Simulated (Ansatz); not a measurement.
Geometry optimisation, RKS BHLYP/def2-SVP (Ansatz 0.2.0).

The input (input.yaml):

```yaml
crystal:
  periodic: [false, false, false]
  atoms:
    - { symbol: Si, position_ang: [0.0, 0.0, 0.0] }
    - { symbol: O, position_ang: [0.0, 0.0, 1.68] }
    - { symbol: H, position_ang: [-0.9095, -0.2814, 2.0171] }
    - { symbol: H, position_ang: [1.3768, 0.0, -0.4862] }
    - { symbol: "N", position_ang: [-0.8572, 1.4851, -0.6061] }
    - { symbol: H, position_ang: [-1.8773, 1.43, -0.8888] }
    - { symbol: H, position_ang: [-0.3367, 2.4058, -0.6766] }
    - { symbol: H, position_ang: [-0.6877, -1.1914, -0.4862] }
basis:
  gaussian: { orbitals: def2-SVP }
hamiltonian:
  xc: { name: BHLYP }
relax:
  f_tol: 0.02
  max_steps: 40
output:
  orbitals: {}
```

Launched with:

```bash
$ ansatz run input.yaml --threads 2 --pin off --max-ram 3072MiB --backend cpu --events-out ev --progress --plain --runs-dir out
```

Q: Where does it end, and by what steps?

A: The forces met the threshold. After 7 steps the energy has fallen by 0.493 eV; H3 moved furthest, 0.21 Å.

```json
{"step": "0", "energy less start (eV)": "0.0000", "largest force component (eV/Å)": "2.559", "accepted": "yes"}
{"step": "1", "energy less start (eV)": "-0.4067", "largest force component (eV/Å)": "1.233", "accepted": "yes"}
{"step": "2", "energy less start (eV)": "-0.4764", "largest force component (eV/Å)": "0.328", "accepted": "yes"}
{"step": "3", "energy less start (eV)": "-0.4858", "largest force component (eV/Å)": "0.505", "accepted": "yes"}
{"step": "4", "energy less start (eV)": "-0.4911", "largest force component (eV/Å)": "0.139", "accepted": "yes"}
{"step": "5", "energy less start (eV)": "-0.4923", "largest force component (eV/Å)": "0.090", "accepted": "yes"}
{"step": "6", "energy less start (eV)": "-0.4930", "largest force component (eV/Å)": "0.050", "accepted": "yes"}
{"step": "7", "energy less start (eV)": "-0.4931", "largest force component (eV/Å)": "0.006", "accepted": "yes"}
```

```xyz
8
Properties=species:S:1:pos:R:3
Si -0.037 0.019 -0.025
O 0.013 -0.095 1.628
H -0.813 -0.111 2.103
H 1.385 0.014 -0.408
N -0.820 1.408 -0.648
H -1.776 1.397 -0.958
H -0.466 2.343 -0.539
H -0.778 -1.128 -0.600
```

Whether the end is a true minimum wasn't checked by a vibrational analysis.

The run took 16 s on 2 threads of Intel(R) Xeon(R) Platinum 8259CL CPU @ 2.50GHz (Skylake/Cascade Lake) (shared host), peak memory 0.16 GiB.
